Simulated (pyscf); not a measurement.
# Four-centre exchange: H₃Si–SH (SMILES [SiH3]S) + H₂S (SMILES S) -> H₃Si–SH (SMILES [SiH3]S) + H₂S (SMILES S)

Gas phase, singlet surface, charge 0. Bonds broken: S1–H3, S7–H8. Bonds formed: S1–H8, H3–S7. PySCF, gas phase, ωB97X-D3(BJ)/def2-SVP geometries. MP2 and CC: frozen core, UHF for open shells. ΔMP2 is the change of the MP2 total energy from the triple- to the quadruple-zeta basis.

Transition state (Å):

```xyz
9

S      0.3858     0.9503     1.3498
Si     0.8997    -0.2688    -0.3148
H     -1.2213     1.2714     0.6743
H     -0.3700    -0.7979    -0.9093
H      1.6226     0.5178    -1.3523
H      1.7474    -1.4191     0.1047
S     -2.5496     0.4504     0.9419
H     -1.1431     0.0806     1.5702
H     -2.8376     1.2302     2.0038
```

One imaginary mode, 2013i cm⁻¹; descent along it reached the two sides named.

| bond | change | reactant side (Å) | saddle | product side |
|---|---|---|---|---|
| S1–H3 | breaks | 1.349 | 1.773 | 3.9 |
| S7–H8 | breaks | 1.346 | 1.584 | 2.8 |
| S1–H8 | forms | 3.9 | 1.773 | 1.349 |
| H3–S7 | forms | 2.8 | 1.584 | 1.346 |

Electronic energies relative to the separated reactants (kcal/mol):

```csv
level,barrier,reaction energy,reverse barrier
ωB97X-D3(BJ)/def2-TZVP,43.8,0.0,43.8
PBE/def2-TZVP,29.5,0.0,29.5
r²SCAN/def2-TZVP,33.1,0.0,33.1
B3LYP-D3(BJ)/def2-TZVP,38.2,0.0,38.2
PBE0-D3(BJ)/def2-TZVP,34.8,0.0,34.8
M06-2X/def2-TZVP,42.3,0.0,42.3
ωB97M-D3(BJ)/def2-TZVP,43.7,0.0,43.7
HF/def2-TZVP,70.3,0.0,70.3
MP2/def2-QZVPP,39.2,0.0,39.2
CCSD/def2-TZVPP,50.6,0.0,50.6
CCSD(T)/def2-TZVPP,45.1,0.0,45.1
CCSD(T)/def2-TZVPP + ΔMP2(QZVPP),43.9,0.0,43.9
```

With CCSD(T)/def2-TZVPP + ΔMP2(QZVPP) energies and thermal terms (ideal gas, 1 atm, RRHO with modes under 100 cm⁻¹ raised to 100, one conformer, R ln 2 for chiral ones without a mode under 150 cm⁻¹), in kcal/mol:

```json
[
 {"T (K)": "298", "ΔH‡": "41.8", "ΔG‡": "52.4", "ΔH": "0.0", "ΔG": "0.0"},
 {"T (K)": "600", "ΔH‡": "42.1", "ΔG‡": "63.2", "ΔH": "0.0", "ΔG": "0.0"},
 {"T (K)": "900", "ΔH‡": "43.0", "ΔG‡": "73.5", "ΔH": "0.0", "ΔG": "0.0"},
 {"T (K)": "1200", "ΔH‡": "44.0", "ΔG‡": "83.5", "ΔH": "0.0", "ΔG": "0.0"}
]
```

Another saddle between the same species, by other bonds, lies lower (39.9 kcal/mol against 43.7 kcal/mol at ωB97M-D3(BJ)/def2-TZVP). The CCSD(T) − MP2 part came from Ansatz, without density fitting, on the same reference.
